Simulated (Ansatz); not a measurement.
# HNO, singlet: CASSCF and its corrections

Program: Ansatz, Gaussian basis, development build. Basis cc-pVTZ, nonrelativistic, 2 orbitals frozen in the corrections. State-specific CASSCF; RHF is the lowest restricted (open-shell) Hartree–Fock solution met. No symmetry is imposed, so a solution can break that of the shape. The lowest solution met needn't be the lowest there is, nor hold the orbitals that a chemist would pick.

Geometry. A bond is stretched, to 2.65 times the sum of the covalent radii.

```xyz
3

N     0.0000    0.0000    0.0000
O     0.0000    0.0000    3.6360
H     0.0000    1.0080   -0.3390
```

What do CASSCF and its corrections give against RHF in CAS(12,9), and what are the occupations?

CASSCF -6.706 eV, SC-NEVPT2 -13.669 eV; occupations 2.00, 2.00, 2.00, 1.97, 1.03, 1.01, 0.99, 0.97, 0.03.

Roughly how much CPU time does a whole run from the default start take (median of such runs, summed over threads; nearly all runs on one pinned thread of a shared server, mostly Xeon at 2.3 to 2.6 GHz, by a development driver)?

CAS(12,9): about 22 s. Other jobs ran beside these, and the count of passes differs.
